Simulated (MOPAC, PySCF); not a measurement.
C2H6O, SMILES `COC`, neutral singlet in the gas phase. 

Cartesian coordinates (Å):
```xyz
9

C     -1.1581     0.0271    -0.1607
O      0.0392    -0.5213    -0.6350
C      1.1631    -0.0926     0.0809
H     -1.9795    -0.3638    -0.7794
H     -1.1646     1.1355    -0.2265
H     -1.3529    -0.2475     0.8973
H      2.0499    -0.5716    -0.3599
H      1.1073    -0.3744     1.1535
H      1.2956     1.0086     0.0297
```
Charge 0, spin multiplicity 1.

All levels are single points at this geometry (B3LYP-D3(BJ)/def2-SVP); Pople sets use spherical d functions. Orbital energies aren't observables, and empty levels follow the basis.

M06-2X/6-31G* in PySCF gives gap (eV) = 12.46.

Estimate the gap (eV) from each of these levels: PBE-D3(BJ)/def2-TZVP in PySCF; ωB97X-D3(BJ)/def2-TZVP in PySCF; B3LYP/6-311+G** in PySCF; B3LYP/6-31G* in PySCF; SVWN5/6-31G* in PySCF; HF/6-31G* in PySCF; PM3 in MOPAC; PM6 in MOPAC.


```json
[
 {"level": "PBE-D3(BJ)/def2-TZVP in PySCF", "gap (eV)": "6.38"},
 {"level": "ωB97X-D3(BJ)/def2-TZVP in PySCF", "gap (eV)": "13.18"},
 {"level": "B3LYP/6-311+G** in PySCF", "gap (eV)": "7.40"},
 {"level": "B3LYP/6-31G* in PySCF", "gap (eV)": "9.38"},
 {"level": "SVWN5/6-31G* in PySCF", "gap (eV)": "7.11"},
 {"level": "HF/6-31G* in PySCF", "gap (eV)": "17.74"},
 {"level": "PM3 in MOPAC", "gap (eV)": "13.73"},
 {"level": "PM6 in MOPAC", "gap (eV)": "12.13"}
]
```
